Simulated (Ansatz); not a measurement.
Ansatz (a first-principles code) input (B3LYP-D3(BJ)/def2-TZVP):

Ansatz 0.2 input:
```yaml
crystal:
  periodic: [false, false, false]
  atoms:
    - {symbol: N, position_ang: [-0.01368574, -0.00511632, 0.01349218]}
    - {symbol: N, position_ang: [0.01769119, -0.00293477, -1.06617280]}
    - {symbol: H, position_ang: [-0.04382999, -0.00749700, 1.04335858]}
basis:
  gaussian:
    orbitals: def2-TZVP
hamiltonian:
  xc: b3lyp
  dispersion: d3bj
total_charge: 1
relax: {f_tol: 0.002, max_steps: 150}
```

End of the output:

```
reference -2986.94885217 eV, -109.7683456905 hartree; 7, 7 occupied and 61, 61 virtual orbitals, 354 factors
relax step   2: F+E_penalty+E_count = -2986.98457755 eV  Δ(F+E_penalty+E_count) = -3.617e-3 eV  max|allowed force component| = 2.645e-1 eV/Å  Δτ_max = 0.0062 Å  (29 SCF iters, accepted)
these checks for a lower state are left out or cut short: starts, cluster_reference, orbital_swaps, neighbouring_geometries, increment
integrals: 0.01 GiB planned
354 factors; their error is unknown
mean field: 0.11 GiB planned
mean field -2986.94894589 eV, -109.7683491346 hartree, gradient 1.1e-5 eV, S^2 0.000000; 0 other end points of the search recorded, 0 dependent functions left out
the calculation of the forces begins
reference -2986.94907062 eV, -109.7683537186 hartree; 7, 7 occupied and 61, 61 virtual orbitals, 354 factors
relax step   3: F+E_penalty+E_count = -2986.98479415 eV  Δ(F+E_penalty+E_count) = -2.166e-4 eV  max|allowed force component| = 8.900e-3 eV/Å  Δτ_max = 0.0014 Å  (30 SCF iters, accepted)
these checks for a lower state are left out or cut short: starts, cluster_reference, orbital_swaps, neighbouring_geometries, increment
integrals: 0.01 GiB planned
354 factors; their error is unknown
mean field: 0.11 GiB planned
mean field evaluation 32: about -2986.9406 eV, gradient 3.5e-1 eV
mean field -2986.94894635 eV, -109.7683491517 hartree, gradient 9.8e-6 eV, S^2 0.000000; 0 other end points of the search recorded, 0 dependent functions left out
the calculation of the forces begins
reference -2986.94907109 eV, -109.7683537358 hartree; 7, 7 occupied and 61, 61 virtual orbitals, 354 factors
relax step   4: F+E_penalty+E_count = -2986.98479450 eV  Δ(F+E_penalty+E_count) = -3.468e-7 eV  max|allowed force component| = 6.283e-4 eV/Å  Δτ_max = 0.0001 Å  (32 SCF iters, accepted)
integrals: 0.01 GiB planned
354 factors; their error is unknown
mean field: 0.11 GiB planned
mean field -2986.94894635 eV, -109.7683491517 hartree, gradient 9.6e-6 eV, S^2 0.000000; 1 other end points of the search recorded, 0 dependent functions left out
the calculation of the forces begins
reference -2986.94907109 eV, -109.7683537358 hartree; 7, 7 occupied and 61, 61 virtual orbitals, 354 factors
Total energy: -2986.98491924 eV, -109.7696711308 hartree
Atom 0 at    -0.013687    -0.005142     0.012879 Å, force    -0.000450    -0.000628    -0.000003 eV/Å
Atom 1 at     0.017889    -0.002908    -1.072635 Å, force     0.000221     0.000307    -0.000033 eV/Å
Atom 2 at    -0.044027    -0.007499     1.050434 Å, force     0.000229     0.000321     0.000036 eV/Å
Dipole moment:    -0.018997    -0.001427     0.650911 e Å
```

It need not be the lowest isomer of its formula.
